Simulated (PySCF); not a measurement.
Molecule: `OC1CC1`, C3H6O.

Molfile (atoms numbered from 1):
```
C3H6O
     RDKit          3D

 10 10  0  0  0  0  0  0  0  0999 V2000
    1.5438   -0.1883   -0.7574 O   0  0  0  0  0  0  0  0  0  0  0  0
    0.5789   -0.2458    0.2340 C   0  0  0  0  0  0  0  0  0  0  0  0
   -0.7773   -0.6866   -0.1899 C   0  0  0  0  0  0  0  0  0  0  0  0
   -0.5507    0.7428    0.2280 C   0  0  0  0  0  0  0  0  0  0  0  0
    2.1364    0.5413   -0.5477 H   0  0  0  0  0  0  0  0  0  0  0  0
    0.9330   -0.5949    1.2152 H   0  0  0  0  0  0  0  0  0  0  0  0
   -1.3464   -1.3502    0.4659 H   0  0  0  0  0  0  0  0  0  0  0  0
   -0.8991   -0.8774   -1.2591 H   0  0  0  0  0  0  0  0  0  0  0  0
   -0.5360    1.4938   -0.5669 H   0  0  0  0  0  0  0  0  0  0  0  0
   -0.9580    1.0886    1.1821 H   0  0  0  0  0  0  0  0  0  0  0  0
  1  2  1  0
  2  3  1  0
  3  4  1  0
  4  2  1  0
  1  5  1  0
  2  6  1  0
  3  7  1  0
  3  8  1  0
  4  9  1  0
  4 10  1  0
M  END
```

Spin–spin couplings on one PBE0-D3(BJ)/def2-SVP geometry, PySCF, gas phase, non-relativistic, equivalent pairs averaged (without the spin–dipole term); isotopes $^{1}$H; basis pcJ-1.

Reference values (Hz): $^{3}J$(H6,H7) = 6.2 (measured; solution (compiled); Pretsch, Buehlmann, Badertscher, Structure Determination of Organic Compounds, 4th ed., Springer 2009); $^{3}J$(H6,H8) = 2.9 (measured; solution (compiled); Pretsch, Buehlmann, Badertscher, Structure Determination of Organic Compounds, 4th ed., Springer 2009); $^{2}J$(H7,H8) = -5.4 (measured; solution (compiled); Pretsch, Buehlmann, Badertscher, Structure Determination of Organic Compounds, 4th ed., Springer 2009).

How do the couplings (Hz) change with the functional? Times are CPU seconds on shared hosts with different chips, so compare them loosely.

Results:


```tsv
functional	functions	$^{3}J$(H6,H7)	$^{3}J$(H6,H8)	$^{2}J$(H7,H8)	mean abs. error	core-s
HF	168	8.1	3.8	-17.1	4.8	4
LDA	168	5.5	2.4	-3.4	1.1	5.4
PBE	168	6.3	2.9	-5.3	0.1	7.5
KT2	168	7.5	3.7	-7.5	1.4	7.4
B3LYP	168	6.8	3.1	-5.7	0.4	9.7
PBE0	168	6.5	3.0	-6.9	0.6	6.1
B97-2	168	6.0	2.8	-5.5	0.1	6.1
BHandHLYP	168	7.2	3.3	-7.9	1.3	6.5
CAM-B3LYP	168	6.9	3.1	-6.0	0.5	8
```

Errors compare magnitudes, without vibrational corrections, and the largest couplings weigh most in the mean. Closest: PBE and B97-2, practically level; furthest: HF.
